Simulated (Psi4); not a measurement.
# CH4ClSi (SMILES C[SiH]Cl), step by step

Aim: a structure relaxation (UHF-3c/MINIX), then the harmonic vibrations, then the energy (UCCSD(T)/cc-pVDZ) of CH4ClSi. 

The results are computed with Psi4 1.11.

### 1 Starting point

CH4ClSi has 7 atoms, charge 0, and is taken as a doublet. As SMILES, `C[SiH]Cl`. All atoms were displaced at random from a relaxed shape. The run starts from this shape.

Bond lengths: C1–Si2 1.886 Å, Si2–Cl3 2.144 Å, C1–H4 1.104 Å, C1–H5 1.156 Å, C1–H6 1.144 Å, Si2–H7 1.348 Å. Angles: C1–Si2–Cl3 111.2°, C1–Si2–H7 117.1°, Cl3–Si2–H7 108.2°, Si2–C1–H4 116.1°, Si2–C1–H5 112.1°, Si2–C1–H6 116.3°, H4–C1–H5 108.2°, H4–C1–H6 98.2°, H5–C1–H6 104.5°.

### 2 A structure relaxation at UHF-3c/MINIX (density fitting) (run 1)

File input.dat:

```
memory 1600 mb

molecule geom {
  0 2
  C     -1.09504338     0.86009751    -0.58525196
  Si     2.03528606    -0.72191317     0.04335221
  Cl     1.52007491    -4.52764395     1.33332272
  H     -1.00858463     2.77034039    -1.41739853
  H     -2.34377629     0.95221788     1.20558480
  H     -2.35460631    -0.06845155    -2.07700743
  H      3.62583452     0.45279917     1.64905061
  units au
}

set globals {
  reference    uks
  geom_maxiter 60
}

result, w = opt('hf-3c', return_wfn=True)
```

Run with:

```console
$ psi4 input.dat output.dat -n 1
```

output.dat:

```text
[...]
  Running in c1 symmetry.
[...]
  Nuclear repulsion =  133.811494093079119
[...]
  Multiplicity = 2
[...]
  Nalpha       = 21
  Nbeta        = 20
[...]
    Number of basis functions: 37
[...]
   @DF-UKS iter   1:  -784.64928261230773   -1.67968e+00   4.33296e-03 ADIIS/DIIS
[...]
   @DF-UKS iter   7:  -784.70107120746741   -3.41061e-13   4.07523e-09 DIIS
[...]
   @S^2 Observed:                7.522383690E-01
[...]
    Orbital Energies [Eh]
    ---------------------
    Alpha Occupied:
       1A   -104.025846     2A    -68.339265     3A    -11.133340
       4A    -10.457824     5A     -7.891501     6A     -7.888614
       7A     -7.887834     8A     -6.138084     9A     -4.219714
      10A     -4.209862    11A     -4.208155    12A     -1.068779
      13A     -0.955643    14A     -0.685984    15A     -0.576477
      16A     -0.574869    17A     -0.499308    18A     -0.491570
      19A     -0.461352    20A     -0.426169    21A     -0.325988
    Alpha Virtual:
      22A      0.219233    23A      0.300844    24A      0.367203
      25A      0.548774    26A      0.551142    27A      0.649202
[...]
  @DF-UKS Final Energy:  -784.70107120746741
   => Energetics <=
    Nuclear Repulsion Energy =            135.8069956988082083
    One-Electron Energy =               -1356.5723432026215960
    Two-Electron Energy =                 436.0725646093496835
    Total Energy =                       -784.7010712074674075
  UHF NO Occupations:
  HONO-2 :   19  A 1.9998312
  HONO-1 :   20  A 1.9991976
[...]
 Multipole Moments:
 ------------------------------------------------------------------------------------
     Multipole            Electronic (a.u.)      Nuclear  (a.u.)        Total (a.u.)
 ------------------------------------------------------------------------------------
 L = 1.  Multiply by 2.5417464519 to convert [e a0] to [Debye]
 Dipole X            :          3.2662333           -3.2944836           -0.0282503
 Dipole Y            :         -6.4303982            7.2979552            0.8675570
 Dipole Z            :          1.0397826           -1.4309646           -0.3911820
 Magnitude           :                                                    0.9520907
[...]
  -Total Gradient:
     Atom            X                  Y                   Z
    ------   -----------------  -----------------  -----------------
       1        0.000013776706     0.000041284278     0.000019718249
       2        0.000018013641     0.000004968438     0.000027454247
       3       -0.000010784266    -0.000001289576    -0.000003986451
       4       -0.000018879639    -0.000012412288    -0.000016331529
       5        0.000000942711    -0.000014260219     0.000014805082
       6       -0.000005207758    -0.000010037017    -0.000026408195
       7        0.000002138607    -0.000008253631    -0.000015251401
[...]
    Final optimized geometry and variables:
    Molecular point group: c1
    Full point group: C1
    Geometry (in Bohr), charge = 0, multiplicity = 2:
    C           -2.294164515555     2.895512396566    -1.028947837644
    SI           0.868772436981     1.279403454257    -0.547207716733
    CL           0.276406835503    -2.373546233343     0.849743315528
    H           -2.028871766793     4.802383258873    -1.735968166994
    H           -3.334663356574     3.016825742954     0.733061111413
    H           -3.455419651178     1.880174600681    -2.376272367386
    H            2.427727961257     2.664134828256     1.337173508790
    Psi4 run time: 0:00:10.23
[...]
```

On the terminal:

```text
Optimizer: Optimization complete!
```

It took 12 s on 1 thread of Intel Xeon Platinum 8259CL at 2.50GHz (Skylake/Cascade Lake), shared host; peak memory 0.23 GiB.

Step by step:

| step | energy from the first frame kept (eV) | largest force (eV/Å) |
| --- | --- | --- |
| 0 | 0.0000 | 5.1141 |
| 1 | -0.6110 | 0.6174 |
| 2 | -0.6267 | 0.2678 |
| 3 | -0.6281 | 0.1326 |
| 4 | -0.6290 | 0.0666 |
| 5 | -0.6286 | 0.0492 |
| 6 | -0.6291 | 0.0195 |
| 7 | -0.6291 | 0.0025 |

After the run. Bond lengths: C1–Si2 1.897 Å, Si2–Cl3 2.093 Å, C1–H4 1.085 Å, C1–H5 1.085 Å, C1–H6 1.084 Å, Si2–H7 1.487 Å. Angles: C1–Si2–Cl3 109.4°, C1–Si2–H7 110.9°, Cl3–Si2–H7 107.5°, Si2–C1–H4 110.6°, Si2–C1–H5 111.0°, Si2–C1–H6 111.4°, H4–C1–H5 107.9°, H4–C1–H6 107.9°, H5–C1–H6 107.9°.

### 3 Vibrational wavenumbers at UHF-3c/MINIX (density fitting) (run 2)

File calc.inp:

```
memory 1600 MB

molecule geom {
  0 2
  C     -0.578431     0.432952    -0.275342
  Si     1.095323    -0.422256    -0.020416
  Cl     0.781856    -2.355314     0.718818
  H     -0.438045     1.442024    -0.649481
  H     -1.129040     0.497148     0.657073
  H     -1.192941    -0.104342    -0.988316
  H      1.920286     0.310512     0.976755
  symmetry c1
}

set {
  reference                  uks
  t                          298.15
  rotational_symmetry_number 1
}

e_tot = freq("hf-3c")
```

Run with:

```console
$ psi4 calc.inp calc.out -n 1
```

calc.out (excerpt; [...] marks lines left out):

```text
[...]
  Running in c1 symmetry.
[...]
  Nuclear repulsion =  135.806997853469483
[...]
  Multiplicity = 2
[...]
  Nalpha       = 21
  Nbeta        = 20
[...]
    Number of basis functions: 37
[...]
   @DF-UKS iter   1:  -784.67490980848197   -1.62180e+00   4.24403e-03 ADIIS/DIIS
[...]
  -Total Gradient:
     Atom            X                  Y                   Z
    ------   -----------------  -----------------  -----------------
       1        0.000014512651     0.000042082904     0.000019718391
       2        0.000018263280     0.000005190662     0.000027750630
       3       -0.000010810155    -0.000001339513    -0.000003981346
       4       -0.000019024388    -0.000012964804    -0.000016161632
       5        0.000000742060    -0.000014232843     0.000015066236
       6       -0.000005565947    -0.000010299502    -0.000026819907
       7        0.000001882500    -0.000008436901    -0.000015572372
[...]
   @DF-UKS iter  13:  -784.70107120758234   -9.09495e-13   4.71447e-09 DIIS
[...]
   @S^2 Observed:                7.522383709E-01
[...]
  @DF-UKS Final Energy:  -784.70107120758234
   => Energetics <=
    Nuclear Repulsion Energy =            135.8069978534694826
    One-Electron Energy =               -1356.5723470943603388
    Two-Electron Energy =                 436.0725663254384585
    Total Energy =                       -784.7010712075823449
  UHF NO Occupations:
  HONO-2 :   19  A 1.9998312
  HONO-1 :   20  A 1.9991976
[...]
 Multipole Moments:
[...]
  ==> Harmonic Vibrational Analysis <==
[...]
  Freq [cm^-1]                 147.9338            213.0982            552.1163
[...]
  Freq [cm^-1]                 637.9855            768.6211            829.1176
[...]
  Freq [cm^-1]                 965.0673           1041.3305           1582.2662
[...]
  Freq [cm^-1]                1723.3448           1727.7893           2601.1324
[...]
  Freq [cm^-1]                3524.2825           3654.7663           3666.6869
[...]
  Total E_0, Enthalpy at 0 [K]                                                         -784.64722549 [Eh]
[...]
  Total H, Enthalpy at  298.15 [K]                                                     -784.64169358 [Eh]
[...]
  Total G, Gibbs energy at  298.15 [K]                                                 -784.67564470 [Eh]
[...]
```

Standard output:

```text
Warning: used thermodynamics relations inappropriate for low-frequency modes: ['147.9338' '213.0982' '552.1163']
```

Wall time 20 s (1 thread of Intel Xeon Platinum 8259CL at 2.50GHz (Skylake/Cascade Lake), shared host); peak memory 0.36 GiB.

### 4 The energy at UCCSD(T)/cc-pVDZ (run 3)

File job.inp:

```
memory 1600 MB

molecule {
  0 2
  C
  Si 1 1.896792
  Cl 2 2.093189 1 109.37178
  H 1 1.085318 2 110.57216 3 179.42919
  H 1 1.084753 4 107.87549 2 121.60229
  H 1 1.083808 5 107.87834 4 -116.328
  H 2 1.487233 1 110.9429 6 -179.02699
  symmetry c1
}

set globals {
  reference uhf
  scf_type pk
  freeze_core true
}

result = energy('ccsd(t)/cc-pVDZ')
```

Run with:

```console
$ psi4 -n 1 job.inp job.out
```

job.out:

```text
[...]
  Running in c1 symmetry.
[...]
  Nuclear repulsion =  135.807013708661941
[...]
  Multiplicity = 2
[...]
  Nalpha       = 21
  Nbeta        = 20
[...]
    Number of basis functions: 70
[...]
   @UHF iter   1:  -788.58000575038056   -5.21414e-01   4.56555e-03 DIIS/ADIIS
[...]
   @UHF iter  14:  -788.65359784381326   -1.81899e-12   5.17621e-09 DIIS
[...]
   @S^2 Observed:                7.531598033E-01
[...]
    Orbital Energies [Eh]
    ---------------------
    Alpha Occupied:
       1A   -104.816105     2A    -68.831163     3A    -11.233600
       4A    -10.544253     5A     -8.011832     6A     -8.009254
       7A     -8.008537     8A     -6.177441     9A     -4.288250
      10A     -4.280633    11A     -4.278976    12A     -1.089246
      13A     -0.965995    14A     -0.696636    15A     -0.581104
      16A     -0.578950    17A     -0.514030    18A     -0.502183
      19A     -0.476398    20A     -0.439940    21A     -0.336709
    Alpha Virtual:
      22A      0.137974    23A      0.162166    24A      0.205321
      25A      0.231409    26A      0.244714    27A      0.247678
[...]
  @UHF Final Energy:  -788.65359784381326
   => Energetics <=
    Nuclear Repulsion Energy =            135.8070137086619411
    One-Electron Energy =               -1360.1016095253239655
    Two-Electron Energy =                 435.6409979728487087
    Total Energy =                       -788.6535978438132588
  UHF NO Occupations:
  HONO-2 :   19  A 1.9998557
  HONO-1 :   20  A 1.9987795
[...]
 Multipole Moments:
 ------------------------------------------------------------------------------------
     Multipole            Electronic (a.u.)      Nuclear  (a.u.)        Total (a.u.)
 ------------------------------------------------------------------------------------
 L = 1.  Multiply by 2.5417464519 to convert [e a0] to [Debye]
 Dipole X            :          1.1371878           -1.1053533            0.0318345
 Dipole Y            :         -4.2036176            4.9101368            0.7065192
 Dipole Z            :          5.8238513           -6.3898481           -0.5659968
 Magnitude           :                                                    0.9058340
[...]
      * MP2 total energy                      = -789.014328855005488
[...]
      * CCSD total energy                     = -789.056965587398849
[...]
      * CCSD(T) total energy                     = -789.066922152636721
[...]
```

Wall time 48 s (1 thread of Intel Xeon Platinum 8259CL at 2.50GHz (Skylake/Cascade Lake), shared host); peak memory 0.36 GiB.

### 5 Summary of results

| quantity | value |
| --- | --- |
| run 1, UHF-3c/MINIX: total energy at the end | -784.70107 Eh |
| run 1, UHF-3c/MINIX: dipole moment | 2.42 D |
| run 1, UHF-3c/MINIX: HOMO energy (highest over α and β) | -8.87 eV |
| run 1, UHF-3c/MINIX: LUMO energy (lowest over α and β) | 2.57 eV |
| run 1, UHF-3c/MINIX: ⟨S²⟩ | 0.752 |
| run 2, UHF-3c/MINIX: lowest harmonic wavenumber | 148 cm⁻¹ |
| run 2, UHF-3c/MINIX: highest harmonic wavenumber | 3667 cm⁻¹ |
| run 2, UHF-3c/MINIX: zero-point energy | 141.4 kJ/mol |
| run 2, UHF-3c/MINIX: ideal-gas entropy at 298.15 K (symmetry number 1 as used) | 71.5 cal/(mol K) |
| run 3, UCCSD(T)/cc-pVDZ: total energy | -789.06692 Eh |
| run 3, UCCSD(T)/cc-pVDZ: HOMO energy (Hartree–Fock orbitals) (highest over α and β) | -9.16 eV |
| run 3, UCCSD(T)/cc-pVDZ: LUMO energy (Hartree–Fock orbitals) (lowest over α and β) | 1.33 eV |
| run 3, UCCSD(T)/cc-pVDZ: correlation energy (11 core orbitals frozen) | -413.3 mEh |
| run 3, UCCSD(T)/cc-pVDZ: (T) correction | -9.96 mEh |
| run 3, UCCSD(T)/cc-pVDZ: ⟨S²⟩ of the reference determinant | 0.753 |
| run 3, UCCSD(T)/cc-pVDZ: T1 diagnostic | 0.016 |

The optimisation (run 1, UHF-3c/MINIX) took 8 steps and changed the energy by -0.629 eV. All 15 modes (run 2, UHF-3c/MINIX) are real, so the shape is a minimum at this level. The triples (run 3, UCCSD(T)/cc-pVDZ) make up 2.4 % of the correlation energy.
